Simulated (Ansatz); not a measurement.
**HGa–AsH₂, quartet: the ladder up to UCCSDT(Q)**

Geometry: that of the HGa–AsH2, doublet, kept fixed. The doublet lies 3.5 eV lower here.

```yaml
atoms:
  - { symbol: Ga, position_ang: [-0.0199, 0.0531, 1.2765] }
  - { symbol: As, position_ang: [0.0437, -0.0377, -1.1818] }
  - { symbol: H, position_ang: [0.0593, -1.3466, 2.0575] }
  - { symbol: H, position_ang: [-1.2671, -0.8186, -1.1611] }
  - { symbol: H, position_ang: [-0.6656, 1.2964, -1.3511] }
```

Basis cc-pVDZ; Ansatz 0.2.0. Correlated methods freeze the noble-gas cores and the filled d shells of p-block atoms, which leaves 11 electrons in 41 orbitals. R marks a restricted (for open shells ROHF) determinant, U an unrestricted one. No spin–orbit coupling is included, and no scalar relativity.

Full CI isn't at hand for all of this; UCCSDT(Q) serves as the reference, and is uncertain by about the last step of the cluster series.

- UHF ⟨S²⟩: 3.775
- T1 diagnostic (RCCSD): 0.0397
- largest doubles amplitude (RCCSD): 0.044
- T1 diagnostic (UCCSD): 0.0281

From what is known of these methods and the diagnostics, rank them by the size of their error in total energy against UCCSDT(Q) in cc-pVDZ, smallest first (an estimate: the text doesn't fix the numbers).
A. UCCSD
B. UHF
C. UCCSD(T)
D. UMP2
E. UCCSDT

E (0.15 kcal/mol), C (0.96 kcal/mol), A (4.22 kcal/mol), D (28.24 kcal/mol), B (119.23 kcal/mol).

All errors are against UCCSDT(Q) in cc-pVDZ. Within each family the higher level lies nearer, as is usual though not guaranteed.
